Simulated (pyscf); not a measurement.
Optimised with ωB97X-D3(BJ)/def2-SVP in PySCF. MP2 and CC: frozen core, UHF for open shells. ΔMP2 is the change of the MP2 total energy from the triple- to the quadruple-zeta basis.

SMILES: [OH][GeH2][PH2]
```xyz
8

O     -0.7795     1.2965     0.5172
Ge    -1.4005    -0.2956     0.0037
P      0.3655    -1.6002    -0.7138
H     -0.2793     1.7439    -0.1749
H     -2.3848    -0.1378    -1.1731
H     -2.1119    -0.8336     1.2491
H      0.7088    -2.0509     0.5917
H     -0.4705    -2.7187    -0.9983
```

What is the homolytic dissociation enthalpy (298 K, CCSD(T)/def2-TZVPP + ΔMP2(QZVPP)) of the Ge–O bond of HO–GeH₂–PH₂, to OH• + H₂P–GeH₂•?

Ge–O to OH• + H₂P–GeH₂•: 418.8 kJ/mol. Other isomers of H₂P–GeH₂• were not searched in full and may lie lower. The CCSD(T) − MP2 part came from Ansatz, without density fitting, on the same reference. The frozen core leaves the outer d or s,p core shells of the metals and heavy elements correlated in the MP2 and CC values, and def2-TZVPP describes them poorly, which can shift differences by a few kcal/mol. Left out: the spin-orbit lowering of OH. Elements up to Kr have no core potential and no relativistic terms here.
